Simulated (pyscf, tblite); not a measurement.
`[OH][AsH][OH]` → `[OH2]` + `[O]=[AsH]`: energy along the mass-weighted descent from the GFN2-xTB saddle (tblite), relative to the relaxed reactant side.

| s (amu^1/2 bohr) | E (kcal/mol) |
|---|---|
| -8.44 | 0.7 |
| -8.13 | 1.0 |
| -7.79 | 1.5 |
| -7.37 | 2.2 |
| -6.12 | 4.1 |
| -4.08 | 7.0 |
| -2.04 | 13.5 |
| 0.000 | 43.3 |
| 2.04 | 38.6 |
| 3.11 | 36.1 |
| 3.71 | 34.7 |
| 4.25 | 33.7 |
| 4.66 | 33.1 |
| 5.02 | 32.7 |
| 5.31 | 32.3 |

### Question
The GFN2-xTB barrier from the reactant side is 1.88 eV. What does ωB97X-D3(BJ) (PySCF) give from its own reactant-side minimum, in def2-SVP and in def2-TZVP?

### Answer
1.78 eV in the double-zeta basis after reoptimising the saddle, and 1.87 eV in the triple-zeta single point, so the tight-binding barrier lies 0.01 eV over the latter. The imaginary mode goes from 1446i to 1191i cm⁻¹.
